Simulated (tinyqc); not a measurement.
Worked calculation: UKS/BP86 in the sto-6g basis, for CH2, spin multiplicity 3. One step of it, computed by the program tinyqc.

Question. Iteration 1: diagonalisation and new density. Diagonalise F' = X^T F X, C = X C', fill 5 alpha and 3 beta electrons from the bottom; D(s) = C_occ C_occ^T. Each column has its largest component positive (the first on a tie).

F(alpha) (hartree), order 1C 1s, 1C 2s, 1C 2px, 1C 2py, 1C 2pz, 2H 1s, 3H 1s:
$$\begin{pmatrix}
-9.316345 & -2.455964 & 0.000000 & 0.000000 & 0.006819 & -0.268246 & -0.268246 \\
-2.455964 & -0.826417 & 0.000000 & 0.000000 & 0.003921 & -0.235824 & -0.235824 \\
0.000000 & 0.000000 & 0.167744 & 0.000000 & 0.000000 & 0.000000 & 0.000000 \\
0.000000 & 0.000000 & 0.000000 & 0.154950 & 0.000000 & -0.136641 & 0.136641 \\
0.006819 & 0.003921 & 0.000000 & 0.000000 & 0.159312 & -0.074175 & -0.074175 \\
-0.268246 & -0.235824 & 0.000000 & -0.136641 & -0.074175 & -0.224860 & -0.038604 \\
-0.268246 & -0.235824 & 0.000000 & 0.136641 & -0.074175 & -0.038604 & -0.224860
\end{pmatrix}$$

F(beta) (hartree), order 1C 1s, 1C 2s, 1C 2px, 1C 2py, 1C 2pz, 2H 1s, 3H 1s:
$$\begin{pmatrix}
-9.287847 & -2.434254 & 0.000000 & 0.000000 & -0.001279 & -0.266384 & -0.266384 \\
-2.434254 & -0.706096 & 0.000000 & 0.000000 & -0.065575 & -0.223494 & -0.223494 \\
0.000000 & 0.000000 & 0.330569 & 0.000000 & 0.000000 & 0.000000 & 0.000000 \\
0.000000 & 0.000000 & 0.000000 & 0.202651 & 0.000000 & -0.133049 & 0.133049 \\
-0.001279 & -0.065575 & 0.000000 & 0.000000 & 0.309665 & -0.076215 & -0.076215 \\
-0.266384 & -0.223494 & 0.000000 & -0.133049 & -0.076215 & -0.222985 & -0.037285 \\
-0.266384 & -0.223494 & 0.000000 & 0.133049 & -0.076215 & -0.037285 & -0.222985
\end{pmatrix}$$

X, order 1C 1s, 1C 2s, 1C 2px, 1C 2py, 1C 2pz, 2H 1s, 3H 1s:
$$\begin{pmatrix}
1.024472 & -0.135788 & 0.000000 & 0.000000 & -0.004710 & 0.016930 & 0.016930 \\
-0.135788 & 1.102675 & 0.000000 & 0.000000 & 0.039760 & -0.170108 & -0.170108 \\
0.000000 & 0.000000 & 1.000000 & 0.000000 & 0.000000 & 0.000000 & 0.000000 \\
0.000000 & 0.000000 & 0.000000 & 1.070448 & 0.000000 & -0.163073 & 0.163073 \\
-0.004710 & 0.039760 & 0.000000 & 0.000000 & 1.019892 & -0.085467 & -0.085467 \\
0.016930 & -0.170108 & 0.000000 & -0.163073 & -0.085467 & 1.083804 & -0.011933 \\
0.016930 & -0.170108 & 0.000000 & 0.163073 & -0.085467 & -0.011933 & 1.083804
\end{pmatrix}$$

Give: F' = X^T F X; orbital energies; coefficients C; F' = X^T F X; orbital energies; coefficients C; D(alpha) after iteration 1; D(beta) after iteration 1.

Answer.

F' = X^T F X (alpha) (hartree):
$$\begin{pmatrix}
-9.126 & -1.323 & 0.000 & 0.000 & -0.007 & -0.011 & -0.011 \\
-1.323 & -0.302 & 0.000 & 0.000 & 0.053 & -0.136 & -0.136 \\
0.000 & 0.000 & 0.168 & 0.000 & 0.000 & 0.000 & 0.000 \\
0.000 & 0.000 & 0.000 & 0.263 & 0.000 & -0.161 & 0.161 \\
-0.007 & 0.053 & 0.000 & 0.000 & 0.190 & -0.085 & -0.085 \\
-0.011 & -0.136 & 0.000 & -0.161 & -0.085 & -0.132 & -0.014 \\
-0.011 & -0.136 & 0.000 & 0.161 & -0.085 & -0.014 & -0.132
\end{pmatrix}$$

orbital energies (alpha) (hartree): MO1 -9.321, MO2 -0.321, MO3 -0.224, MO4 -0.007, MO5 0.168, MO6 0.266, MO7 0.370

coefficients C (alpha), order 1C 1s, 1C 2s, 1C 2px, 1C 2py, 1C 2pz, 2H 1s, 3H 1s:
$$\begin{pmatrix}
0.994 & -0.167 & 0.000 & -0.205 & 0.000 & -0.103 & 0.000 \\
0.025 & 0.533 & 0.000 & 0.877 & 0.000 & 0.490 & 0.000 \\
0.000 & 0.000 & 0.000 & 0.000 & 1.000 & 0.000 & 0.000 \\
0.000 & 0.000 & 0.245 & 0.000 & 0.000 & 0.000 & 1.067 \\
0.001 & 0.046 & 0.000 & -0.421 & 0.000 & 0.936 & 0.000 \\
-0.004 & 0.457 & 0.633 & -0.466 & 0.000 & -0.430 & -0.476 \\
-0.004 & 0.457 & -0.633 & -0.466 & 0.000 & -0.430 & 0.476
\end{pmatrix}$$

F' = X^T F X (beta) (hartree):
$$\begin{pmatrix}
-9.100 & -1.320 & 0.000 & 0.000 & -0.007 & -0.011 & -0.011 \\
-1.320 & -0.176 & 0.000 & 0.000 & -0.014 & -0.137 & -0.137 \\
0.000 & 0.000 & 0.331 & 0.000 & 0.000 & 0.000 & 0.000 \\
0.000 & 0.000 & 0.000 & 0.315 & 0.000 & -0.165 & 0.165 \\
-0.007 & -0.014 & 0.000 & 0.000 & 0.342 & -0.088 & -0.088 \\
-0.011 & -0.137 & 0.000 & -0.165 & -0.088 & -0.131 & -0.014 \\
-0.011 & -0.137 & 0.000 & 0.165 & -0.088 & -0.014 & -0.131
\end{pmatrix}$$

orbital energies (beta) (hartree): MO1 -9.292, MO2 -0.290, MO3 -0.219, MO4 0.127, MO5 0.331, MO6 0.375, MO7 0.417

coefficients C (beta), order 1C 1s, 1C 2s, 1C 2px, 1C 2py, 1C 2pz, 2H 1s, 3H 1s:
$$\begin{pmatrix}
0.995 & -0.133 & 0.000 & -0.246 & 0.000 & -0.040 & 0.000 \\
0.023 & 0.390 & 0.000 & 1.045 & 0.000 & 0.220 & 0.000 \\
0.000 & 0.000 & 0.000 & 0.000 & 1.000 & 0.000 & 0.000 \\
0.000 & 0.000 & 0.218 & 0.000 & 0.000 & 0.000 & 1.073 \\
0.001 & 0.099 & 0.000 & -0.141 & 0.000 & 1.013 & 0.000 \\
-0.004 & 0.527 & 0.645 & -0.492 & 0.000 & -0.303 & -0.460 \\
-0.004 & 0.527 & -0.645 & -0.492 & 0.000 & -0.303 & 0.460
\end{pmatrix}$$

D(alpha) after iteration 1, order 1C 1s, 1C 2s, 1C 2px, 1C 2py, 1C 2pz, 2H 1s, 3H 1s:
$$\begin{pmatrix}
1.058 & -0.244 & 0.000 & 0.000 & 0.079 & 0.014 & 0.014 \\
-0.244 & 1.054 & 0.000 & 0.000 & -0.345 & -0.165 & -0.165 \\
0.000 & 0.000 & 1.000 & 0.000 & 0.000 & 0.000 & 0.000 \\
0.000 & 0.000 & 0.000 & 0.060 & 0.000 & 0.155 & -0.155 \\
0.079 & -0.345 & 0.000 & 0.000 & 0.180 & 0.217 & 0.217 \\
0.014 & -0.165 & 0.000 & 0.155 & 0.217 & 0.826 & 0.025 \\
0.014 & -0.165 & 0.000 & -0.155 & 0.217 & 0.025 & 0.826
\end{pmatrix}$$

D(beta) after iteration 1, order 1C 1s, 1C 2s, 1C 2px, 1C 2py, 1C 2pz, 2H 1s, 3H 1s:
$$\begin{pmatrix}
1.007 & -0.029 & 0.000 & 0.000 & -0.012 & -0.074 & -0.074 \\
-0.029 & 0.152 & 0.000 & 0.000 & 0.038 & 0.205 & 0.205 \\
0.000 & 0.000 & 0.000 & 0.000 & 0.000 & 0.000 & 0.000 \\
0.000 & 0.000 & 0.000 & 0.047 & 0.000 & 0.140 & -0.140 \\
-0.012 & 0.038 & 0.000 & 0.000 & 0.010 & 0.052 & 0.052 \\
-0.074 & 0.205 & 0.000 & 0.140 & 0.052 & 0.693 & -0.138 \\
-0.074 & 0.205 & 0.000 & -0.140 & 0.052 & -0.138 & 0.693
\end{pmatrix}$$
